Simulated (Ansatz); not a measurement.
# The cluster Li₃H−: the relaxed shape and its frontier levels

Aim: characterise the cluster Li₃H− as a doublet: its structure, frontier levels and distribution of charge and spin.

Method: UKS PBE0-D4/def2-TZVPD; program: Ansatz 0.2.0, Gaussian basis.

Plan: relaxation at PBE0-D4/def2-TZVPD; a single point at PBE0-D4/def2-TZVPD; harmonic vibrations at PBE0-D4/def2-TZVPD.

1 further run of the same task is left out (set aside as unsound or not needed). Runs told in other sessions of the task aren't counted.

### Step 1. The system as given

4 atoms, charge -1, spin multiplicity 2.

Atoms are counted from 1 here; the program's logs count them from 0.

Bond lengths: Li1–Li2 2.403 Å, Li1–Li3 2.407 Å, Li2–Li3 2.287 Å, Li2–H4 1.774 Å, Li3–H4 1.776 Å. Angles: Li2–Li1–Li3 56.8°, Li1–Li2–Li3 61.7°, Li1–Li2–H4 111.6°, Li3–Li2–H4 49.9°, Li1–Li3–Li2 61.5°, Li1–Li3–H4 111.4°, Li2–Li3–H4 49.8°, Li2–H4–Li3 80.2°.

The ion is computed in the gas phase, without counter-ions or solvent.

The start is a GFN1-xTB geometry.

### Step 2. Relaxation at PBE0-D4/def2-TZVPD

Input file in.yaml:

```yaml
crystal:
  periodic: [false, false, false]
  atoms:
    - {symbol: Li, position_ang: [1.774990, -0.451430, -0.595570]}
    - {symbol: Li, position_ang: [-0.441830, 0.383040, -0.999200]}
    - {symbol: Li, position_ang: [0.093870, -0.291800, 1.119360]}
    - {symbol: H, position_ang: [-1.427030, 0.360190, 0.475410]}
basis:
  gaussian: {orbitals: def2-TZVPD}
total_charge: -1
magnetization: {spin_polarized: true, initial_magnetization: 1}
hamiltonian: {xc: pbe0, dispersion: d4}
scf: {omitted_lower_state_checks: [starts]}
output: {orbitals: {seedname: orbitals}}
relax: {f_tol: 0.02, max_steps: 100}
```

Launch:

```console
ansatz run in.yaml --threads 4 --pin off --events-out ev --progress --plain --max-ram 3916MiB
```

The runs that follow: Single point, PBE0-D4/def2-TZVPD; Harmonic vibrations.

Q: Predict the results of all the runs planned. Wanted: point group; Li–Li bond; HOMO, LUMO at PBE0-D4/def2-TZVPD; ⟨S²⟩; lowest, highest wavenumber.

As calculated:

| quantity | value |
| --- | --- |
| point group | C2v |
| Li–Li bond | 2.674 Å |
| HOMO, LUMO at PBE0-D4/def2-TZVPD (over both spins) | 0.56, 1.86 eV |
| ⟨S²⟩ | 0.809 |
| lowest, highest wavenumber | 123, 1016 cm⁻¹ |

What this shows: The molecule keeps its bonding pattern by the stored test; the atoms moved 0.30 Å (rms), and the angle Li2–H4–Li3 went from 80° to 100°. All wavenumbers are real: a minimum at this level. Doubts on the single point: highest occupied level lies above zero. Whether this spin is the lowest isn't tested here.

The anion's highest level is positive in at least one run, so there the basis alone may hold the extra electron.
